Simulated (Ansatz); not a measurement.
# Scan of SnH₂, triplet

Starting geometry (PBE0/def2-TZVP stationary point for this spin, not checked as a minimum):

| atom | x (Å) | y (Å) | z (Å) |
| --- | --- | --- | --- |
| Sn | 0.0000 | -0.0144 | 0.0000 |
| H | 0.0000 | 0.8475 | -1.4828 |
| H | 0.0000 | 0.8475 | 1.4828 |

From there H2 moves along the line of the two atoms named below, all else staying in place; atoms are numbered as listed. Energies are in kJ/mol, counted from the starting geometry at the same level. Kohn–Sham curves are unrestricted where that lies lower.

Basis def2-SVP with its core potentials; Ansatz 0.2.0. Only valence electrons are correlated (noble-gas cores and the filled d shells of p-block atoms frozen). Prefix R: restricted or restricted open-shell reference; prefix U: unrestricted. No spin–orbit coupling is included; scalar relativity enters through the core potentials alone.

Unrestricted rows (U, and Kohn–Sham where it breaks symmetry) aren't spin-pure: their determinants' ⟨S²⟩ exceeds S(S+1) by up to 0.14, so they mix in states of higher spin. A value is left out where its run failed or describes another state than the reference as far as symmetry and spin tell, or, spin-broken singlets apart, can't be checked.

Full CI is exact within this basis and frozen core; it isn't the basis-set limit. The frozen core follows each run's orbitals, which can shift R against U totals by a few meV for light atoms and by up to 0.1 eV past Ca.

```csv
distance Sn1-H2 (Å),full CI,curve A,curve B,curve C,curve D
1.402,107.0,102.3,99.8,109.6,98.9
1.530,32.4,29.2,27.5,34.1,28.4
1.715,0.0,0.0,0.0,0.0,0.0
1.926,17.7,23.2,25.0,15.6,20.3
2.108,51.2,65.7,64.1,47.6,54.6
2.382,103.7,126.3,108.3,99.4,103.0
2.691,141.5,151.8,127.8,138.9,134.2
3.100,156.2,157.0,133.5,149.6,149.1
3.786,158.1,156.3,133.4,145.5,154.0
4.682,158.1,156.3,133.1,143.6,154.9
5.791,158.2,156.4,133.1,–,155.0
```

(1) The curves come from BHLYP, RPA-PBE, UHF, UMP2. Compare each with full CI and say which is which.

In so small a basis both RPA and the reference are far from their limits and near them at different rates, so the difference would change in a larger set.

Results:

(1) A: UMP2, B: UHF, C: RPA-PBE, D: BHLYP. Spread of the error against full CI, over the points where both stand: A 27.3, B 38.0, C 17.1, D 11.5 kJ/mol.
